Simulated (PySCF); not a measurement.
N(OH)₂: fields on a plane

Level of theory: UPBE0/[N def2-TZVP, O def2-TZVP, H def2-TZVP], no relativity, density fitting, PySCF.

The doublet minimum has N–O 1.362 Å (×2), O–H 0.972 Å (×2); H–O–N 107.5° (×2), O–N–O 108.1°.

The plane holds N1 at (0.00, 0.00), O2 at (1.36, 0.00), O3 at (-0.42, 1.29) Å. Columns run from x = -2.55 to 3.75 Å, rows from y = 3.45 (top) to -1.95 Å, in steps of 0.3 Å. Other isomers or separated fragments may lie lower.

Give the spin density (e/Å³) (cut at ±0.5 e/Å³). Lower edges of the bins (e/Å³): '0' -0.046, '1' -0.031, '2' -0.016, '3' -0.001, '4' 0.014, '5' 0.029, '6' 0.043, '7' 0.058, '8' 0.073, '9' 0.088; top 0.10.


```
3333333333333333333333
3333333333333333333333
3333333333333333333333
3333333333333333333333
3333322222333333333333
3333322233233333333333
3333221253333333333333
3333322394333333333333
3333334013223322333333
3333332112223332233333
3333322355323643233333
3333222386510842233333
3333221127410802233333
3333221002223422233333
3333222111223332333333
3333322222233333333333
3333332222233333333333
3333333333333333333333
3333333333333333333333
```

Give the electron localisation function (set to 0 where the density is under 0.005 e/Å³). Lower edges of the bins: '_' 0.000, '.' 0.100, ':' 0.200, '-' 0.300, '=' 0.400, '+' 0.499, '*' 0.599, '#' 0.699, '%' 0.799, '@' 0.899; top 1.00, each point printed twice.


```
____________________________________________
____________________________________________
____________________________________________
________..........::::..____________________
____..::--========++++--____________________
____::++**####**####**==____________________
__..==**%%%%%%++##%%**::______..____________
__..==##%%@@##@@::##++____..----::__________
__..--**%%%%##__++**::__..++**++--..________
____..--==****##%%**::..++####**--..________
__________..--**##++++++####%%##==..________
__________..++++....**%%======##++..________
________..++%%%%....**##==--++%%**::________
______..==##@@@@@@##++++##%%@@%%##--..______
______..++%%@@@@@@%%--::**%%@@%%**--..______
________==##%%@@%%**..__--##%%##++::________
________::++####**--____..==++++--..________
__________::====--..______..::::____________
____________________________________________
```
